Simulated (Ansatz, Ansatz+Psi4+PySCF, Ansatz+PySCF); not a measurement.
```xyz
8

C     1.0212   -0.5871    0.0000
C    -0.0164    0.6076    0.0000
O    -1.2765    0.0196    0.0000
H     0.1306    1.2236    0.8965
H     0.1306    1.2236   -0.8965
H     2.0358   -0.1830    0.0000
H     0.8857   -1.2057    0.8881
H     0.8857   -1.2057   -0.8881
```

Basis set: cc-pVTZ (spherical functions). Correlated methods keep 3 orbitals frozen. Correlation on ROHF uses semicanonical orbitals with singles. Charge 0, multiplicity 2.

Computed with Ansatz (development build ahead of 0.2.0); each method stands on the lowest determinant of its kind that the runs found.

(1) Give the atomization energy at this shape (free ground-state atoms in the same class of orbitals less the molecule, no zero-point energy) of doublet C₂H₅O by ROHF-CCSD(T), ROHF-MP2, ROHF, UHF.

## Answers

(1)

```tsv
method	atomization energy
ROHF-CCSD(T)	679.59 kcal/mol
ROHF-MP2	682.61 kcal/mol
ROHF	522.75 kcal/mol
UHF	516.36 kcal/mol
```

Caution for ROHF-MP2: forces differ strongly between restricted and unrestricted references.
